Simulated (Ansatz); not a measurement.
**Molecular dynamics, step by step**

NH₄ (SMILES [NH4+]) (charge +1), closed shell, SPW92/def2-SVPD (Ansatz 0.2.0). Settings (timestep in fs, temperature in K; T counts 9 degrees of freedom):

```yaml
hamiltonian: {xc: lda}
md: {n_steps: 30, timestep: 0.25, temperature: 100, ensemble: nvt_nose_hoover, seed: 843, initial_velocities: maxwell_boltzmann}
```

Start (the SMILES describes the start alone):

| atom | x (Å) | y (Å) | z (Å) |
| --- | --- | --- | --- |
| N1 | 0.0001 | 0.0001 | 0.0000 |
| H2 | 0.4559 | -0.4507 | 0.8056 |
| H3 | -0.9779 | 0.2175 | 0.2366 |
| H4 | 0.0241 | -0.6373 | -0.8082 |
| H5 | 0.4979 | 0.8705 | -0.2340 |

```json
{"step": "0", "time (fs)": "0.00", "potential energy less the start (meV)": "0.0", "kinetic energy (meV)": "38.8", "T (K)": "100"}
{"step": "2", "time (fs)": "0.50", "potential energy less the start (meV)": "1.4", "kinetic energy (meV)": "37.4", "T (K)": "96"}
{"step": "4", "time (fs)": "1.00", "potential energy less the start (meV)": "2.8", "kinetic energy (meV)": "36.0", "T (K)": "93"}
{"step": "6", "time (fs)": "1.50", "potential energy less the start (meV)": "4.3", "kinetic energy (meV)": "34.5", "T (K)": "89"}
{"step": "8", "time (fs)": "2.00", "potential energy less the start (meV)": "6.1", "kinetic energy (meV)": "32.7", "T (K)": "84"}
{"step": "10", "time (fs)": "2.50", "potential energy less the start (meV)": "8.8", "kinetic energy (meV)": "30.0", "T (K)": "77"}
{"step": "12", "time (fs)": "3.00", "potential energy less the start (meV)": "12.8", "kinetic energy (meV)": "26.0", "T (K)": "67"}
{"step": "14", "time (fs)": "3.50", "potential energy less the start (meV)": "17.9", "kinetic energy (meV)": "20.9", "T (K)": "54"}
{"step": "16", "time (fs)": "4.00", "potential energy less the start (meV)": "23.7", "kinetic energy (meV)": "15.0", "T (K)": "39"}
{"step": "18", "time (fs)": "4.50", "potential energy less the start (meV)": "29.4", "kinetic energy (meV)": "9.5", "T (K)": "24"}
{"step": "20", "time (fs)": "5.00", "potential energy less the start (meV)": "33.7", "kinetic energy (meV)": "5.1", "T (K)": "13"}
{"step": "22", "time (fs)": "5.50", "potential energy less the start (meV)": "36.0", "kinetic energy (meV)": "2.8", "T (K)": "7"}
{"step": "24", "time (fs)": "6.00", "potential energy less the start (meV)": "35.8", "kinetic energy (meV)": "3.0", "T (K)": "8"}
{"step": "26", "time (fs)": "6.50", "potential energy less the start (meV)": "33.2", "kinetic energy (meV)": "5.6", "T (K)": "15"}
{"step": "28", "time (fs)": "7.00", "potential energy less the start (meV)": "28.8", "kinetic energy (meV)": "10.0", "T (K)": "26"}
{"step": "30", "time (fs)": "7.50", "potential energy less the start (meV)": "23.5", "kinetic energy (meV)": "15.3", "T (K)": "39"}
```

Step 2, positions (Å) and forces (eV/Å):

```json
{"atom": "N1", "x": "0.001", "y": "0.001", "z": "0.000", "Fx": "-0.189", "Fy": "-0.165", "Fz": "-0.015"}
{"atom": "H2", "x": "0.453", "y": "-0.458", "z": "0.801", "Fx": "0.217", "Fy": "-0.138", "Fz": "0.385"}
{"atom": "H3", "x": "-0.981", "y": "0.215", "z": "0.236", "Fx": "-0.302", "Fy": "0.081", "Fz": "0.081"}
{"atom": "H4", "x": "0.024", "y": "-0.643", "z": "-0.804", "Fx": "0.007", "Fy": "-0.203", "Fz": "-0.345"}
{"atom": "H5", "x": "0.495", "y": "0.870", "z": "-0.235", "Fx": "0.267", "Fy": "0.425", "Fz": "-0.105"}
```

Step 4, positions (Å) and forces (eV/Å):

| atom | x | y | z | Fx | Fy | Fz |
| --- | --- | --- | --- | --- | --- | --- |
| N1 | 0.001 | 0.002 | 0.000 | -0.364 | -0.326 | -0.025 |
| H2 | 0.451 | -0.466 | 0.798 | 0.230 | -0.079 | 0.411 |
| H3 | -0.984 | 0.212 | 0.236 | -0.180 | 0.070 | 0.060 |
| H4 | 0.023 | -0.648 | -0.800 | 0.003 | -0.130 | -0.338 |
| H5 | 0.494 | 0.870 | -0.237 | 0.310 | 0.465 | -0.107 |

Step 22, positions (Å) and forces (eV/Å):

```tsv
atom	x	y	z	Fx	Fy	Fz
N1	0.003	0.008	0.001	-0.126	-0.768	-0.084
H2	0.446	-0.519	0.797	-0.058	0.659	-0.138
H3	-1.003	0.192	0.233	0.338	0.097	-0.016
H4	0.019	-0.685	-0.789	0.007	0.529	0.012
H5	0.503	0.898	-0.256	-0.161	-0.518	0.225
```

Last step (30):

```xyz
5
angstrom
N 0.0018 0.0074 0.0011
H 0.4449 -0.5094 0.7954
H -0.9914 0.1884 0.2304
H 0.0173 -0.6747 -0.7865
H 0.5050 0.8932 -0.2551
```

The run took about 4.7 s on 2 CPU threads of an Arm Neoverse V2 (shared host).
